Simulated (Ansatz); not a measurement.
A calculation with Ansatz (development build ahead of 0.2.0).

```yaml
crystal:
  periodic: [false, false, false]
  atoms:
    - { symbol: "N", position_ang: [0.0, 0.0, -0.52087] }
    - { symbol: O, position_ang: [0.0, 0.0, 0.52087] }
basis:
  gaussian: { orbitals: cc-pVTZ }
total_charge: 1
magnetization:
  spin_polarized: true
hamiltonian:
  xc: hf
correlation:
  method: ccsd_t
  frozen_orbitals: { "N": 1, O: 1 }
```

The input is written out in the form of the current development build from the run's settings.

Results

```json
{"Converged": "yes", "Reference energy": "-128.96914 hartree", "Correlation energy": "-0.41237 hartree", "Total energy": "-129.38151 hartree"}
```
